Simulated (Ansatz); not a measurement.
# CH₂Cl₂ (singlet): from Hartree-Fock to the top rungs, 6-31G

An exercise on one series of results from a longer session: the logs are not shown, and one member is left open.

The runs use Ansatz 0.2.0, Gaussian basis; 6-31G, core rule «outside noble gas», up to 11 orbitals frozen.

To be run: UHF; CCSD(T) on RHF; BCCD(T) on RHF; CISD; CCSDT(Q) on RHF; CISDTQ; CCSDTQ on RHF; CASSCF and MRCISD+Q, 16 electrons in 12 orbitals; CASSCF and NEVPT2, 16 electrons in 12 orbitals.

14 further runs of the same task are left out: 1 that didn't finish, 13 set aside as unsound or not needed.

### The geometry

The geometry is an MP2(full)/6-31G* stationary point (not a proven minimum).

5 atoms, charge 0, spin multiplicity 1.

Atoms are counted from 1 here; the program's logs count them from 0.

Bond lengths: C1–Cl2 1.767 Å, C1–Cl3 1.767 Å, C1–H4 1.087 Å, C1–H5 1.087 Å. Angles: Cl2–C1–Cl3 113.0°, Cl2–C1–H4 108.3°, Cl2–C1–H5 108.3°, Cl3–C1–H4 108.3°, Cl3–C1–H5 108.3°, H4–C1–H5 110.8°.

The first run:

The input, in.yaml:

```yaml
crystal:
  periodic: [false, false, false]
  atoms:
    - {symbol: C, position_ang: [0.000000, 0.000000, 0.799380]}
    - {symbol: Cl, position_ang: [0.000000, 1.474200, -0.175680]}
    - {symbol: Cl, position_ang: [0.000000, -1.474200, -0.175680]}
    - {symbol: H, position_ang: [-0.894585, 0.000000, 1.416562]}
    - {symbol: H, position_ang: [0.894585, 0.000000, 1.416562]}
basis:
  gaussian: {orbitals: 6-31G}
magnetization: {spin_polarized: true, initial_magnetization: 0}
hamiltonian: {xc: hf}
output: {orbitals: {seedname: orbitals}}
```

On the command line:

```bash
$ ansatz run in.yaml --threads 1 --pin off --events-out ev --progress --plain --max-ram 3956MiB --backend cpu
```

Among the steps run: UHF; CCSD(T) on RHF; BCCD(T) on RHF; CISD; CCSDT(Q) on RHF; CISDTQ; CCSDTQ on RHF; CASSCF and MRCISD+Q, 16 electrons in 12 orbitals; CASSCF and NEVPT2, 16 electrons in 12 orbitals.

One table of the session follows, with a row left open; its other results are not shown here.

| method | from RCCSDTQ (meV) |
| --- | --- |
| RHF | +5595.1 |
| RMP2 | +773.5 |
| CISD | ? |
| RCCSD | +135.3 |
| RCCSD(T) | +17.4 |
| BCCD(T) | +16.7 |
| RCCSDT | +4.1 |
| CISDTQ | +32.8 |
| RCCSDT(Q) | -0.1 |
| RCCSDTQ | 0 |
| CASSCF valence | +2941.8 |
| NEVPT2 valence | +552.7 |
| MRCISD valence | +166.0 |
| MRCISD+Q valence | +34.0 |

**Question.** Estimate the row for CISD.

As computed: from RCCSDTQ (meV): +536.6. In the column «from RCCSDTQ (meV)» it lies between MRCISD valence (+166.0) and NEVPT2 valence (+552.7).
